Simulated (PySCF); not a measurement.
# Broadened absorption spectrum of C4H12NP

Compound: C₄H₁₂NP.
SMILES: `CPCN(C)C`

Computed, not measured: TDDFT CAM-B3LYP/def2-SVPD, vertical, gas phase, core orbitals frozen in the response in PySCF. Geometry: GFN2-xTB, one conformer, isolated molecule. Torsions of this conformer, `[CH3:1][PH:2][CH2:3][N:4]([CH3:5])[CH3:6]`: C1–P2–C3–N4 -164°, P2–C3–N4–C5 167°.

Each state is given a Gaussian of 0.4 eV full width at half maximum, with ε(max) = 2.175×10⁸ f / Δν̃ (Δν̃ the width in cm⁻¹). The cross-section is σ = 3.8235×10⁻²¹ ε cm², given in Mb (10⁻¹⁸ cm²). The width is an assumption, not a result. The curve ends short of the highest state used, and states not computed would add to its high-energy end.

λ (nm), σ (Mb) and a bar:
```
    182.7      17.44 ######################
    184.4      20.73 ###########################
    186.1      23.02 ##############################
    187.7      23.26 ##############################
    189.4      21.38 ############################
    191.1      18.16 #######################
    192.7      15.09 ###################
    194.4      12.86 #################
    196.1      12.23 ################
    197.7      13.02 #################
    199.4      14.81 ###################
    201.1      16.83 ######################
    202.7      18.32 ########################
    204.4      19.01 #########################
    206.1      18.58 ########################
    207.7      17.22 ######################
    209.4      14.99 ###################
    211.1      12.31 ################
    212.8       9.53 ############
    214.4       7.12 #########
    216.1       4.94 ######
    217.8       3.24 ####
    219.4       2.07 ###
    221.1       1.23 ##
    222.8       0.69 #
    224.4       0.38 
    226.1       0.19 
    227.8       0.09 
    229.4       0.05 
    231.1       0.02
```

(1) Locate the maxima and give the states behind the curve.

(2) Coming from long wavelengths, where does ε first pass 100 L mol⁻¹ cm⁻¹?

(3) On this curve, what absorbance would a 10⁻³ mol/L sample give at 222 nm over a 1 cm path?

Answers

(1) 205 nm (6.06 eV), ε about 5000, made up of S1 (47%) and S2 (52%); 187 nm (6.63 eV), ε about 6100, made up of S3 (13%) and S4 (85%) (ε in L mol⁻¹ cm⁻¹; maxima over ε = 5, shares over 10%). The states used: S1 5.96 eV (f 0.040); S2 6.14 eV (f 0.043); S3 6.56 eV (f 0.012); S4 6.63 eV (f 0.077); S5 7.05 eV (f 0.022); S6 7.14 eV (f 0.032); S7 7.33 eV (f 0.057); S8 7.38 eV (f 0.075).

(2) At about 224 nm (5.53 eV), 0.44 eV below S1.

(3) 222 nm is 5.585 eV, where ε is about 240 L mol⁻¹ cm⁻¹, so A = ε c l ≈ 0.24 (Beer–Lambert, with the gas-phase spectrum and the assumed width).
